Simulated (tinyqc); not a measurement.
Inside a calculation. Method: Pariser-Parr-Pople SCF with singles CI, for the molecule Oc1c[cH+]1 (SMILES; centres numbered as the heavy atoms are written). Computed by tinyqc, a small Python program that keeps every step. Settings: charge = 1, gamma = Ohno, start = huckel, damping = 0, iteration cap = 70, excitations kept = 4. Command: `OMP_NUM_THREADS=1 python tinyqc.py 30619 30620 out.jsonl` (the two numbers bound the seeds that draw the settings). One thread of a shared host (Intel(R) Xeon(R) Processor @ 2.60GHz), about 0.01 s of CPU time with the checks. Later iterations appear only in the table of the cycle.

## PPP integrals

Centres (angstrom, eV; a flat drawing with bonds scaled to 1.40 angstrom):
```
centre,x,y,core charge z,W,gamma_rr
1O,1.6560,0.0000,2,29.9400,23.5200
2C,0.2560,0.0000,1,9.9100,10.5600
3C,-0.9560,0.7000,1,9.9100,10.5600
4C,-0.9560,-0.7000,1,9.9100,10.5600
```

Resonance integrals (eV):
```
i,j,beta
1,2,-2.1900
2,3,-2.3900
3,4,-2.3900
4,2,-2.3900
```

Ohno: gamma = 14.399645/sqrt(R^2 + a^2), a = 2 x 14.399645/(gamma_rr + gamma_ss); H_rr = -W_r - sum_(s != r) z_s gamma_rs; H_rs = beta for bonds.

repulsion gamma_rs (eV), lower triangle:
```
,1O,2C,3C,4C
1O,23.5200
2C,8.8057,10.5600
3C,5.0826,7.3691,10.5600
4C,5.0826,7.3691,7.3681,10.5600
```

core matrix H (eV), lower triangle:
```
,1O,2C,3C,4C
1O,-48.9108
2C,-2.1900,-42.2595
3C,0.0000,-2.3900,-34.8123
4C,0.0000,-2.3900,-2.3900,-34.8123
```

## Starting guess

pi electrons, sum of z_r less the charge = 4

Orbitals of the Hueckel matrix of the beta values.

P at the start, lower triangle:
```
,1O,2C,3C,4C
1O,1.5257
2C,0.7344,0.8630
3C,-0.3036,0.4701,0.8056
4C,-0.3036,0.4701,0.8056,0.8056
```

## Iteration 1: Fock matrix

F_rr = H_rr + P_rr gamma_rr / 2 + sum_(s != r) P_ss gamma_rs; F_rs = H_rs - P_rs gamma_rs / 2; E = tr P (H + F) / 2 + core repulsion sum_(r<s) z_r z_s gamma_rs.

F (eV), lower triangle:
```
,1O,2C,3C,4C
1O,-15.1798
2C,-5.4233,-12.3943
3C,0.7716,-4.1220,-10.5084
4C,0.7716,-4.1220,-5.3580,-10.5084
```

pi energy = -67.3632 eV

## Iteration 1: orbitals and new P

Diagonalise F (the basis is taken as orthonormal) and form P = 2 sum c c over the lowest orbitals.

orbital energies (eV): -21.4761  -16.5731  -5.3913  -5.1503

P after iteration 1, lower triangle:
```
,1O,2C,3C,4C
1O,1.5622
2C,0.7024,0.8731
3C,-0.3087,0.4952,0.7824
4C,-0.3087,0.4952,0.7824,0.7824
```

## Iteration 2: Fock matrix

As before.

F (eV), lower triangle:
```
,1O,2C,3C,4C
1O,-14.8989
2C,-5.2828,-12.3629
3C,0.7844,-4.2146,-10.5431
4C,0.7844,-4.2146,-5.2724,-10.5431
```

pi energy = -67.3922 eV

## Iteration 2: orbitals and new P

As before.

orbital energies (eV): -21.3997  -16.3783  -5.2994  -5.2708

P after iteration 2, lower triangle:
```
,1O,2C,3C,4C
1O,1.5655
2C,0.6970,0.8819
3C,-0.3118,0.5001,0.7763
4C,-0.3118,0.5001,0.7763,0.7763
```

## Iteration 3: Fock matrix

As before.

F (eV), lower triangle:
```
,1O,2C,3C,4C
1O,-14.8439
2C,-5.2589,-12.3766
3C,0.7923,-4.2326,-10.5380
4C,0.7923,-4.2326,-5.2500,-10.5380
```

pi energy = -67.3942 eV

## Iteration 3: orbitals and new P

As before.

orbital energies (eV): -21.3866  -16.3394  -5.2880  -5.2825

P after iteration 3, lower triangle:
```
,1O,2C,3C,4C
1O,1.5654
2C,0.6959,0.8859
3C,-0.3131,0.5014,0.7744
4C,-0.3131,0.5014,0.7744,0.7744
```

## Convergence

Stop when output and input P, before any damping, agree to 1e-7.

Course of the cycle:
```
iteration,E (eV),largest |P(out) - P(in)|
1,-67.363236,3.65e-02
2,-67.392200,8.85e-03
3,-67.394152,3.97e-03
4,-67.394397,1.59e-03
5,-67.394432,6.17e-04
6,-67.394437,2.37e-04
7,-67.394438,9.04e-05
8,-67.394438,3.45e-05
9,-67.394438,1.32e-05
10,-67.394438,5.01e-06
11,-67.394438,1.91e-06
12,-67.394438,7.29e-07
13,-67.394438,2.78e-07
14,-67.394438,1.06e-07
15,-67.394438,4.04e-08
```

Converged in 15 iterations.

## Converged orbitals

Charges are z - P_rr.

orbital energies (eV): -21.3816  -16.3255  -5.2917  -5.2762

coefficients:
```
,MO1,MO2,MO3,MO4
1O,0.4221,0.7774,0.0000,-0.4664
2C,0.6606,0.0886,0.0000,0.7455
3C,0.4390,-0.4404,0.7071,-0.3367
4C,0.4390,-0.4404,-0.7071,-0.3367
```

pi charges: 1O 0.4351, 2C 0.1115, 3C 0.2267, 4C 0.2267

## Singles CI, singlets

Over the 4 single excitations with the smallest orbital gaps: A = (e_a - e_i) delta + 2 (ia|jb) - (ij|ab), with (pq|rs) = sum c_mp c_mq gamma_mn c_nr c_ns. f = 2/3 w |mu|^2 in atomic units, mu = sqrt2 sum c_ia sum_m c_mi c_ma R_m.

singlet CI matrix (eV), lower triangle:
```
,2>3,2>4,1>3,1>4
2>3,5.6659
2>4,0.0000,6.8244
1>3,0.1328,0.0000,9.7438
1>4,0.0000,0.0408,0.0000,9.1917
```

singlet excitation energies (eV): 5.6615  6.8237  9.1924  9.7482

oscillator strengths: 0.2005  0.9002  0.0074  0.3011

## Singles CI, triplets

Over the 4 single excitations with the smallest orbital gaps: A = (e_a - e_i) delta - (ij|ab), with (pq|rs) = sum c_mp c_mq gamma_mn c_nr c_ns.

triplet CI matrix (eV), lower triangle:
```
,2>3,2>4,1>3,1>4
2>3,4.4278
2>4,0.0000,1.4243
1>3,1.3670,0.0000,8.5135
1>4,0.0000,-1.4193,0.0000,7.2026
```

triplet excitation energies (eV): 1.0945  4.0127  7.5324  8.9287
